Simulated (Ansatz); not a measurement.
Two shapes of doublet NO2.

Shape 1:

```xyz
3

N    -0.0496   -0.0014   -0.3088
O     0.0135    1.0454    0.1458
O    -0.0122   -1.0447    0.1424
```

Shape 2:

```xyz
3

N    -0.0649    0.0308   -0.2634
O    -0.0358    1.0756    0.1463
O     0.0444   -1.0492    0.1317
```

Basis set: 6-31G (spherical functions). Left uncorrelated: 3 orbitals. Charge 0, multiplicity 2.

Computed with Ansatz (development build ahead of 0.2.0); each method stands on the lowest determinant of its kind that the runs found.

(1) Which shape is lower in energy, and by how much in each method?

## Answers

(1)

| method | E(2) − E(1) (eV) |
| --- | --- |
| UHF | -0.013 |
| UHF-MP2 | 0.020 |

The methods disagree on the order.
